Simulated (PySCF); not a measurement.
Isomers of C5H10O, mass 86.073 u with the commonest isotopes. Computed with PBE0-D3(BJ)/def2-SVP geometry optimisation, gas phase in PySCF. One conformer each, none proved a minimum here; rigid rotors.

Task: Order these by rotational constant C, smallest first.
A. `[CH3:1][C:2]1([CH2:3][OH:4])[CH2:5][CH2:6]1` with C1–C2–C3–O4 60°, C2–C3–O4–H 54°
B. `[CH2:1]=[CH:2][CH2:3][O:4][CH2:5][CH3:6]` with C1–C2–C3–O4 -133°, C2–C3–O4–C5 -176°, C3–O4–C5–C6 179°
C. `[CH3:1]/[CH:2]=[CH:3]\[CH2:4][CH2:5][OH:6]` with C2–C3–C4–C5 -93°, C3–C4–C5–O6 60°, C4–C5–O6–H -55°

Result: B (1346 MHz), C (1990 MHz), A (2406 MHz).

Task: Order these by radius of gyration √(Σ m r²/M), largest first.
A. `[CH2:1]=[CH:2][CH2:3][O:4][CH2:5][CH3:6]` with C1–C2–C3–O4 -133°, C2–C3–O4–C5 -176°, C3–O4–C5–C6 179°
B. `[CH3:1][C:2]1([CH2:3][OH:4])[CH2:5][CH2:6]1` with C1–C2–C3–O4 60°, C2–C3–O4–H 54° (1-methylcyclopropanemethanol)
C. `[CH3:1]/[CH:2]=[CH:3]\[CH2:4][CH2:5][OH:6]` with C2–C3–C4–C5 -93°, C3–C4–C5–O6 60°, C4–C5–O6–H -55°

Result: A (2.118 Å), C (1.793 Å), B (1.672 Å).

Task: Order these by out-of-plane moment Σ m c² = (Ia + Ib − Ic)/2, smallest first.
A. `[CH3:1][C:2]1([CH2:3][OH:4])[CH2:5][CH2:6]1` with C1–C2–C3–O4 60°, C2–C3–O4–H 54°
B. `[CH2:1]=[CH:2][CH2:3][O:4][CH2:5][CH3:6]` with C1–C2–C3–O4 -133°, C2–C3–O4–C5 -176°, C3–O4–C5–C6 179°
C. `[CH3:1]/[CH:2]=[CH:3]\[CH2:4][CH2:5][OH:6]` with C2–C3–C4–C5 -93°, C3–C4–C5–O6 60°, C4–C5–O6–H -55°

Result: B (10.72 u·Å²), C (22.92 u·Å²), A (30.50 u·Å²).

```
    SMILES  point group  Ia (u·Å²)  Ib (u·Å²)  Ic (u·Å²)      κ  μa (D)  μb (D)  μc (D)
 C/C=C\CCO           C1      94.28     205.47     253.90  -0.72    0.94    1.12    0.25
   C=CCOCC           C1      32.86     363.96     375.37  -0.99    0.28    1.10    0.12
CC1(CO)CC1           C1      94.96     176.06     210.03  -0.68    1.34    0.47    0.52
```
